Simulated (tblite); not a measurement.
Species: C5H6O.
Atom-mapped SMILES: `[CH2:1]=[CH:2][CH2:3][CH:4]=[C:5]=[O:6]` (hydrogens: H7, H8 on C1; H9 on C2; H10, H11 on C3; H12 on C4)

Geometry (GFN2-xTB, Å), atoms numbered from 1 in this order:
```
atom  x, y, z in Å
C1    -2.142    0.065    0.163
C2    -0.929    0.120   -0.353
C3     0.243   -0.662    0.161
C4     1.312    0.278    0.678
C5     2.439    0.474    0.079
O6     3.463    0.625   -0.456
H7    -2.957    0.647   -0.230
H8    -2.374   -0.575    0.999
H9    -0.713    0.772   -1.188
H10   -0.076   -1.324    0.970
H11    0.659   -1.270   -0.645
H12    1.077    0.850    1.559
```

Computed values, GFN2-xTB/tblite, gas phase, harmonic and unscaled. Against measured fundamentals such values can be off by several per cent, at times by over 20. One conformer, not necessarily the lowest.

Harmonic wavenumbers (cm⁻¹): 46.1, 68.9, 164.9, 292.3, 404.8, 424.7, 570.3, 591.0, 654.1, 886.0, 897.4, 955.7, 999.7, 1023.2, 1075.5, 1131.7, 1193.8, 1262.5, 1298.7, 1395.2, 1413.1, 1458.6, 1714.5, 2284.3, 2968.4, 2973.7, 3061.0, 3096.7, 3096.9, 3125.8.

A = 16364, B = 1498, C = 1471 MHz; mass 82.042 u (most abundant isotopes); point group C1, symmetry number 1.

Question: What is the zero-point energy?

Answer: Half the sum of the wavenumbers: 20265 cm⁻¹ = 57.94 kcal/mol.

Question: What is S at 200 K and 1 bar for an ideal gas of classical rigid rotors and harmonic oscillators?

Answer: Translation 37.17, rotation 25.40, vibration 11.57: S = 74.1 cal/(mol K).

Question: And Cp and H(200 K) − H(0)?

Answer: Cp = 19.20 cal/(mol K), of which vibrations give 11.26 (their classical limit is 30 R = 59.6); H(200 K) − H(0) = 2.77 kcal/mol without the zero-point energy, 1.18 from vibrations.

Question: What must be added to the electronic energy to get the Gibbs energy at 200 K and 1 bar?

Answer: ZPE + [H(200 K) − H(0)] − T·S = 57.94 + 2.77 − 14.83 = 45.88 kcal/mol.

Question: Which modes carry the vibrational entropy at 200 K?

Answer: 46.1 cm⁻¹: 4.19; 68.9 cm⁻¹: 3.40; 164.9 cm⁻¹: 1.76; 292.3 cm⁻¹: 0.84; 404.8 cm⁻¹: 0.44; 424.7 cm⁻¹: 0.40 cal/(mol K); the other 24 give 0.53 together.

Question: How do the functions run with temperature in this model?

Answer: 
| T (K) | S (cal/(mol K)) | Cp (cal/(mol K)) | H − H(0) (kcal/mol) | G − H(0) (kcal/mol) | ln q(vib) |
| --- | --- | --- | --- | --- | --- |
| 150 | 69.0 | 16.5 | 1.88 | -8.48 | 2.10 |
| 250 | 78.7 | 22.1 | 3.80 | -15.88 | 3.59 |
| 298.15 | 82.9 | 25.0 | 4.94 | -19.77 | 4.29 |
| 400 | 91.1 | 30.9 | 7.79 | -28.64 | 5.77 |
| 600 | 105.4 | 39.9 | 14.93 | -48.32 | 8.64 |
| 900 | 123.4 | 48.8 | 28.34 | -82.74 | 12.76 |

q(vib) and H(0) count from the zero-point level.

Hindered rotation and anharmonicity are outside this model. Other conformers, if any are populated, would add a mixing term that is left out. The structure is chiral; the term R ln 2 for an equal mix with its mirror image is left out.

Run on Arm Neoverse V1, one thread (shared host). The figure is for the frequency step alone.
